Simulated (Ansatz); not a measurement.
# AlSiH₂ (quartet): wave-function methods side by side at distance Si1–Al2 = 2.409 Å, cc-pVDZ

How much of the correlation energy of AlSiH₂ (quartet) does each wave-function method recover here?

Program: Ansatz 0.2.0, Gaussian basis. Level of theory: cc-pVDZ, core rule «outside noble gas», up to 10 orbitals frozen. These are calculated values, not measurements.

To be run: UHF; CCSD(T) on ROHF; CCSD(T) on UHF; BCCD(T) on ROHF; CISD; CCSDT(Q) on ROHF; CCSDT(Q) on UHF; CASSCF and MRCISD+Q, 5 electrons in 5 orbitals; CASSCF and NEVPT2, 5 electrons in 5 orbitals.

36 further runs of the same task are left out: 14 for a known fault of the program, 14 that didn't finish, 8 set aside as unsound or not needed.

## Step 1: The geometry

The geometry derives from a PBE0/def2-TZVP stationary point (not a proven minimum). One bond is set to the value named and the two fragments are kept rigid.

4 atoms, charge 0, spin multiplicity 4.

Atoms are counted from 1 here; the program's logs count them from 0.

Bond lengths: Si1–Al2 2.409 Å, Al2–H3 1.583 Å, Al2–H4 1.583 Å. Angles: Si1–Al2–H3 117.4°, Si1–Al2–H4 117.4°, H3–Al2–H4 125.2°.

## Step 2: UHF

Contents of in.yaml:

```yaml
crystal:
  periodic: [false, false, false]
  atoms:
    - {symbol: Si, position_ang: [0.000000, 0.000000, 1.249328]}
    - {symbol: Al, position_ang: [0.000000, 0.000000, -1.159384]}
    - {symbol: H, position_ang: [0.000000, 1.405470, -1.888034]}
    - {symbol: H, position_ang: [0.000000, -1.405470, -1.888034]}
basis:
  gaussian: {orbitals: cc-pVDZ}
magnetization: {spin_polarized: true, initial_magnetization: 3}
hamiltonian: {xc: hf}
output: {orbitals: {seedname: orbitals}}
```

The run is started by

```sh
$ ansatz run in.yaml --threads 1 --pin off --events-out ev --progress --plain --max-ram 2393MiB
```

After this run come: CCSD(T) on ROHF; CCSD(T) on UHF; BCCD(T) on ROHF; CISD; CCSDT(Q) on ROHF; CCSDT(Q) on UHF; CASSCF and MRCISD+Q, 5 electrons in 5 orbitals; CASSCF and NEVPT2, 5 electrons in 5 orbitals.

Q: Predict the results of all the runs planned. Wanted: UCCSDT(Q) below the RHF energy; RMP2 from UCCSDT(Q); UMP2 from UCCSDT(Q); RCCSD from UCCSDT(Q); RCCSD(T) from UCCSDT(Q); UCCSD(T) from UCCSDT(Q); RCCSDT(Q) from UCCSDT(Q); NEVPT2 pair from UCCSDT(Q); MRCISD+Q pair from UCCSDT(Q).

The runs gave:

| quantity | value |
| --- | --- |
| UCCSDT(Q) below the RHF energy | -4.2461 eV |
| RMP2 from UCCSDT(Q) | +1073.0 meV |
| UMP2 from UCCSDT(Q) | +1079.1 meV |
| RCCSD from UCCSDT(Q) | +149.3 meV |
| RCCSD(T) from UCCSDT(Q) | +38.7 meV |
| UCCSD(T) from UCCSDT(Q) | +38.7 meV |
| RCCSDT(Q) from UCCSDT(Q) | +0.2 meV |
| NEVPT2 pair from UCCSDT(Q) | +1086.6 meV |
| MRCISD+Q pair from UCCSDT(Q) | +9.9 meV |
| levels within 1 kcal/mol (43 meV) | RCCSD(T), UCCSD(T), BCCD(T), RCCSDT, UCCSDT, RCCSDT(Q), MRCISD+Q pair |
| T1 diagnostic | 0.029 |

What this shows: RCCSD(T) misses by +38.7 meV, 0.9 % of the correlation energy. Of the multireference levels listed MRCISD+Q pair comes nearest in total energy (+9.9 meV), which doesn't show that its space is the better one. These misses are within one basis, not against nature; the frozen cores of restricted and unrestricted runs differ, which can shift their rows.
